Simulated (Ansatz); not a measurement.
Ansatz (a first-principles code) input (CCSD(T)/aug-cc-pVDZ):

Ansatz 0.2 input:
```yaml
crystal:
  periodic: [false, false, false]
  atoms:
    - {symbol: C, position_ang: [-0.00139165, -0.00334083, 0.58589379]}
    - {symbol: C, position_ang: [0.00267198, 1.27254219, -0.25206775]}
    - {symbol: C, position_ang: [-0.00144008, -1.26958484, -0.26657299]}
    - {symbol: H, position_ang: [-0.87744234, -0.00566370, 1.24134070]}
    - {symbol: H, position_ang: [0.87153550, -0.00851641, 1.24547871]}
    - {symbol: H, position_ang: [0.00264334, 2.16564392, 0.37573330]}
    - {symbol: H, position_ang: [-0.00436951, -2.16978780, 0.35099555]}
    - {symbol: H, position_ang: [0.88562788, 1.31645313, -0.89469099]}
    - {symbol: H, position_ang: [-0.87708528, 1.31932823, -0.89886150]}
    - {symbol: H, position_ang: [-0.88133215, -1.30614068, -0.91384229]}
    - {symbol: H, position_ang: [0.88138101, -1.30901578, -0.90967178]}
basis:
  gaussian:
    orbitals: aug-cc-pVDZ
magnetization: {spin_polarized: false}
correlation: {method: ccsd_t, electrons: outside_noble_gas}
output: {forces: true}
```

End of the output:

```
mean field evaluation 16: about -3218.4627 eV, gradient 2.5e-2 eV
mean field -3218.46268739 eV, -118.2763222090 hartree, gradient 3.2e-6 eV, S^2 0.000000; 1 other end points of the search recorded, 0 dependent functions left out
3 core orbitals not correlated
reference -3218.46268739 eV, -118.2763222090 hartree; 10, 10 occupied and 128, 128 virtual orbitals, 1384 factors
densities: 2.06 GiB planned
second order -12.56476269 eV of doubles, -0.00000000 eV of singles
coupled cluster: 1.06 GiB planned
cycle   1  -13.50310086 eV  change   -9.4e-1 eV  update   7.0e-2
cycle   2  -13.86479140 eV  change   -3.6e-1 eV  update   2.0e-2
cycle   3  -13.90374201 eV  change   -3.9e-2 eV  update   5.9e-3
cycle   4  -13.90451993 eV  change   -7.8e-4 eV  update   1.6e-3
cycle   5  -13.90473399 eV  change   -2.1e-4 eV  update   4.2e-4
cycle   6  -13.90481234 eV  change   -7.8e-5 eV  update   1.2e-4
cycle   7  -13.90483439 eV  change   -2.2e-5 eV  update   3.3e-5
cycle   8  -13.90484803 eV  change   -1.4e-5 eV  update   9.0e-6
perturbative correction -0.41616426 eV, -0.0152937545 hartree
the calculation of the forces begins
Total energy: -3232.78369968 eV, -118.8026097036 hartree
Atom 0 at    -0.001392    -0.003341     0.585894 Å, force     0.000091     0.000219    -0.038480 eV/Å
Atom 1 at     0.002672     1.272542    -0.252068 Å, force    -0.000190    -0.079053     0.025865 eV/Å
Atom 2 at    -0.001440    -1.269585    -0.266573 Å, force     0.000065     0.078753     0.026765 eV/Å
Atom 3 at    -0.877442    -0.005664     1.241341 Å, force    -0.384928    -0.000915     0.269465 eV/Å
Atom 4 at     0.871536    -0.008516     1.245479 Å, force     0.383644    -0.002169     0.271284 eV/Å
Atom 5 at     0.002643     2.165644     0.375733 Å, force    -0.000033     0.386326     0.280453 eV/Å
Atom 6 at    -0.004370    -2.169788     0.350996 Å, force    -0.001288    -0.389499     0.276026 eV/Å
Atom 7 at     0.885628     1.316453    -0.894691 Å, force     0.396582     0.010431    -0.276854 eV/Å
Atom 8 at    -0.877085     1.319328    -0.898861 Å, force    -0.395232     0.011722    -0.278727 eV/Å
Atom 9 at    -0.881332    -1.306141    -0.913842 Å, force    -0.395262    -0.007262    -0.278835 eV/Å
Atom 10 at     0.881381    -1.309016    -0.909672 Å, force     0.396551    -0.008554    -0.276962 eV/Å
Dipole moment:    -0.000044    -0.000106     0.018553 e Å
```
